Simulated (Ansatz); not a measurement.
A calculation with Ansatz (development build ahead of 0.2.0).

```yaml
crystal:
  periodic: [false, false, false]
  atoms:
    - { symbol: C, position_ang: [0.04509, -0.02451, -0.15821] }
    - { symbol: H, position_ang: [-0.02715, 0.90373, 0.59359] }
    - { symbol: H, position_ang: [0.1003, -0.85988, 0.51562] }
basis:
  gaussian: { orbitals: cc-pVDZ }
hamiltonian:
  xc: hf
correlation:
  method: mp2
  frozen_orbitals: { C: 1, H: 0 }
```

The input is written out in the form of the current development build from the run's settings.

Results

```json
{
 "Converged": "yes",
 "Reference energy": "-38.87619 hartree",
 "Correlation energy": "-0.11091 hartree",
 "Total energy": "-38.98710 hartree",
 "Spin squared of the determinant": "0.000"
}
```

Caution: another spin multiplicity may lie lower.
